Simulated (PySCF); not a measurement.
Si(H)2 anion (H2Si), SMILES [SiH2] (connectivity only; charge and spin as stated), charge -1, multiplicity 2.

Geometry: PBE-D3(BJ)/def2-TZVPD. The multiplicity is an assumed one; other spin states were not compared. The isomer is the one that the SMILES or the coordinates give; other isomers of the formula were not compared.

Method: PBE-D3(BJ)/def2-TZVPD (PySCF).

Frequencies are harmonic and unscaled.

| mode | ν (cm⁻¹) | IR (km/mol) | moving atoms (share of kinetic energy) |
|---|---|---|---|
| 1 | 913 | 84.0 | H 96 % |
| 2 | 1800 | 539.7 | H 97 % |
| 3 | 1801 | 517.9 | H 96 % |
